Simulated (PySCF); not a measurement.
## biphenylene radical anion: computed EPR parameters against published values

What was measured: a(1H H15/H16/H17/H20) 0.21 G [1]; a(1H H13/H14/H18/H19) -2.86 G [1]. Sources and the comparison follow the method.

Biphenylene radical anion, C12H8 (charge -1 and doublet state).
Numbering: `[cH:1]1[cH:2][cH:3][c:4]2[c:5]([cH:6]1)-[c:7]1[cH:8][cH:9][cH:10][cH:11][c:12]1-2` (hydrogens: H13 on C1; H14 on C2; H15 on C3; H16 on C6; H17 on C8; H18 on C9; H19 on C10; H20 on C11)

Structure used (PBE0-D3(BJ)/def2-SVP), in Å, numbered top down from 1:
```xyz
20
C12H8 angstrom
C      3.185   -0.168    0.225
C      2.976    1.139   -0.275
C      1.684    1.635   -0.527
C      0.613    0.790   -0.266
C      0.830   -0.563    0.251
C      2.112   -1.037    0.495
C     -0.614   -0.789    0.263
C     -1.685   -1.634    0.526
C     -2.977   -1.136    0.275
C     -3.186    0.171   -0.224
C     -2.113    1.040   -0.496
C     -0.831    0.564   -0.254
H      4.209   -0.510    0.405
H      3.844    1.778   -0.470
H      1.550    2.651   -0.914
H      2.303   -2.045    0.882
H     -1.552   -2.651    0.913
H     -3.844   -1.774    0.470
H     -4.211    0.513   -0.403
H     -2.303    2.047   -0.882
```

The hyperfine couplings belong to this conformer and change with its torsions.

As a line formula: biphenylene radical anion, `c1ccc2c(c1)-c1ccccc1-2` [SMILES of the parent framework; charge -1 and doublet state].

The calculation used UKS B3LYP, IGLO-III on C, pcH-1 on H, non-relativistic, mean-field spin-orbit, GIAO in PySCF. Whether the extra electron is bound in the gas phase wasn't checked; a finite basis holds it in any case. The SCF solution wasn't tested for stability. No frequencies were computed at this geometry's level, so the symmetric structure isn't shown to be a minimum.

| nucleus | computed a_iso (MHz) | published | in MHz | difference of magnitudes (MHz) | source |
| --- | --- | --- | --- | --- | --- |
| 1H H15/H16/H17/H20 | 0.6 | 0.21 G | 0.6 | 0.0 | [1] |
| 1H H13/H14/H18/H19 | -8.6 | -2.86 G | -8.0 | +0.6 | [1] |

Values published in field units are turned into MHz with the computed g_iso.

Sources: [1] measured, solution or matrix (EPR); Pople, Beveridge, Approximate Molecular Orbital Theory, McGraw-Hill 1970 (compilation of measured values).

In relative terms the largest miss is 1H H13/H14/H18/H19, by 7 %. The measured numbers hold vibrational averaging and, outside the gas phase, effects of the matrix or solvent; the computed ones belong to one rigid, isolated geometry and carry the errors of functional and basis. An EPR spectrum gives magnitudes, so published signs often rest on theory.

The Mulliken spin populations are largest on C7 (+0.17), C5 (+0.17), C12 (+0.17) and C4 (+0.17). Four atoms exceed +0.15.

⟨S²⟩ = 0.7571 against the exact 0.7500, so spin contamination is small.
